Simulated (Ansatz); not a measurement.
Cost and result for the atomization energy of C$_{3}$H$_{4}$FNS (`C#CC(N)(F)S`) (10 atoms, 9 bonds).

```xyz
10

C     0.741   -2.026    0.408
C     0.462   -0.889    0.155
C     0.116    0.494   -0.153
N    -0.300    1.184    1.006
F     1.234    1.117   -0.676
S    -1.193    0.564   -1.444
H     0.991   -3.038    0.628
H    -0.875    1.991    0.807
H    -0.716    0.584    1.700
H    -0.460    0.019   -2.429
```

Charge 0, multiplicity 1. Geometry: relaxed with PBE0-D4/def2-TZVP. It is one conformer, not always the lowest. Program: Ansatz. All runs use 4 threads of an Arm Neoverse V2 on a shared host. Times are those of one run each, without the atoms' runs, and a repeat can differ threefold. Electronic energies, without spin–orbit coupling; frozen cores. CCSD(T)/CBS adds CCSD(T) − MP2 in def2-TZVPP to the MP2 limit, and its time is that of the two runs behind it. T1 = 0.013. B3LYP takes the VWN-RPA correlation (the form of Gaussian; ORCA's B3LYP/G).

CCSD(T)/CBS is a level of theory with its own doubt, some kJ/mol a heavy atom from the limit and from the frozen cores, so smaller differences don't rank the functionals.

```json
{"level": "PBE-D4/def2-TZVPP (with forces)", "functions": "253", "wall time": "2 s", "atomization (kJ/mol)": "4091.5", "difference from CCSD(T)/CBS": "179.2", "per bond": "19.9"}
{"level": "PBE0-D4/def2-TZVPP", "functions": "253", "wall time": "2.5 s", "atomization (kJ/mol)": "3957.3", "difference from CCSD(T)/CBS": "45.0", "per bond": "5.0"}
{"level": "r2SCAN-D4/def2-TZVPP (with forces)", "functions": "253", "wall time": "3.9 s", "atomization (kJ/mol)": "3929.5", "difference from CCSD(T)/CBS": "17.2", "per bond": "1.9"}
{"level": "B3LYP-D4/def2-TZVPP (with forces)", "functions": "253", "wall time": "3.9 s", "atomization (kJ/mol)": "3919.8", "difference from CCSD(T)/CBS": "7.5", "per bond": "0.8"}
{"level": "B2PLYP/def2-TZVPP", "functions": "253", "wall time": "4.7 s", "atomization (kJ/mol)": "3878.3", "difference from CCSD(T)/CBS": "-34.0", "per bond": "-3.8"}
{"level": "ωB97X-V/def2-TZVPP", "functions": "253", "wall time": "6 s", "atomization (kJ/mol)": "3928.8", "difference from CCSD(T)/CBS": "16.5", "per bond": "1.8"}
{"level": "ωB97M-V/def2-TZVPP (with forces)", "functions": "253", "wall time": "8.5 s", "atomization (kJ/mol)": "3944.0", "difference from CCSD(T)/CBS": "31.7", "per bond": "3.5"}
{"level": "MP2/def2-QZVPP", "functions": "475", "wall time": "18 s", "atomization (kJ/mol)": "3985.9", "difference from CCSD(T)/CBS": "73.6", "per bond": "8.2"}
{"level": "CCSD(T)/def2-TZVPP", "functions": "253", "wall time": "2.5 min", "atomization (kJ/mol)": "3786.6", "difference from CCSD(T)/CBS": "-125.7", "per bond": "-14.0"}
{"level": "CCSD(T)/CBS(def2)", "functions": "–", "wall time": "2.8 min", "atomization (kJ/mol)": "3912.3", "difference from CCSD(T)/CBS": "0.0", "per bond": "0.0"}
```

In def2-TZVPP, CCSD(T) changes the Hartree–Fock value by +1171.1 kJ/mol (the triples alone add +91.0 kJ/mol) and MP2 by +1296.5 kJ/mol; breaking electron pairs costs correlation energy, which Hartree–Fock lacks. The D4 term adds +37.0 kJ/mol with B3LYP and +19.3 kJ/mol with PBE0; it sums over pairs of atoms, weighted by their polarisabilities, and B3LYP, whose exchange is more repulsive, gets the larger term. From PBE to PBE0 (25 % exact exchange), in def2-TZVPP and without D4, the atomization energy moves by −130.6 kJ/mol: exact exchange takes away binding that semilocal exchange gives to molecules.
